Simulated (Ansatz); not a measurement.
Consider the substitution at a C–F bond: `C/C(F)=C/CF` + HCl → `C/C(Cl)=C/CF` + H–F.

Computed with Ansatz on PBE0-D4/def2-TZVP structures; ΔE is electronic, products minus reactants. CCSD(T)/CBS adds triple-zeta CCSD(T) − MP2 to the extrapolated MP2 energy (def2 sets, frozen cores). This one scheme is used for every species. Double bonds are as drawn, so ΔE can hold a change between cis and trans. Functionals use def2-TZVPP. B3LYP here is the variant with VWN-RPA as its local correlation; programs differ in this. HSE06 is defined as in plane-wave codes. One conformer a species, not always the lowest.

```tsv
level	ΔE (kJ/mol)	difference from CCSD(T)/CBS
LDA (SPW92)	-3.6	12.8
PBE-D4	-7.9	8.5
revPBE-D4	-13.2	3.2
BLYP-D4	-4.7	11.7
r2SCAN-D4	-2.0	14.4
B3LYP-D4	-3.8	12.6
r2SCANh-D4	-3.0	13.4
r2SCAN0-D4	-4.4	12.0
HSE06-D4	-8.4	8.0
BHLYP-D4	-1.5	14.9
CAM-B3LYP-D4	2.8	19.2
ωB97X-V	-0.6	15.8
ωB97M-V	-2.8	13.6
B2PLYP	-4.4	12.0
PBE-QIDH	-11.7	4.7
PBE	-2.9	13.5
revPBE	-1.6	14.8
r2SCAN	-0.8	15.6
PBE0	-4.0	12.4
B3LYP	4.3	20.7
r2SCANh	-1.7	14.7
r2SCAN0	-2.9	13.5
HSE06	-4.3	12.1
BHLYP	5.4	21.8
CAM-B3LYP	7.3	23.7
LC-ωPBE	1.1	17.5
RPA@PBE/def2-TZVPP	-5.4	11.0
HF/def2-SVP	25.0	41.4
MP2/def2-SVP	-2.4	14.0
CCSD/def2-SVP	9.2	25.6
MP2/def2-TZVPP	-23.2	-6.8
SCS-MP2/def2-TZVPP	-14.8	1.6
CCSD/def2-TZVPP	-6.1	10.3
CCSD(T)/def2-TZVPP	-10.0	6.4
HF/def2-QZVPP	12.7	29.1
MP2/def2-QZVPP	-26.9	-10.5
SCS-MP2/def2-QZVPP	-18.5	-2.1
HF/CBS(def2)	12.7	29.1
MP2/CBS(def2)	-29.6	-13.2
CCSD/CBS(def2)	-12.5	3.9
CCSD(T)/CBS	-16.4	0
```

Largest T1 diagnostic among the species: 0.011.

In def2-TZVPP, CCSD(T) changes the Hartree–Fock value by −22.8 kJ/mol (the triples alone add −3.9 kJ/mol) and MP2 by −36.0 kJ/mol. At CCSD(T), def2-SVP lies +23.5 kJ/mol from the extrapolated value and def2-TZVPP +6.4 kJ/mol.
